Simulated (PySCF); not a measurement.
## How methods differ on the ionisation energy of N

N [He] 2s2 2p3 (4S) → N⁺ [He] 2s2 2p2 (3P), as a difference of total energies. Computed with PySCF 2.14 in jorge-DZP-DKH (4s2p1d, 15 functions), with scalar relativity by spin-free X2C-1e. Correlated levels: valence: 1s2 frozen. The calculations carry no spin-orbit coupling.

```tsv
method	ionisation energy (eV)
UHF	13.928
M06-L	14.803
PBE	14.696
MP2 (valence)	14.361
SCS-MP2 (valence)	14.157
CCSD (valence)	14.198
CCSD(T) (valence)	14.199
```

Errors of the correlated levels include the incompleteness of this basis and the frozen core.

Q: Which method comes closest to the reference value, and which is furthest?

A: The reference is 14.545 eV (measured; NIST levels, between the centres of gravity of the two terms). Closest: PBE (error 0.151 eV); furthest: UHF (error -0.617 eV).
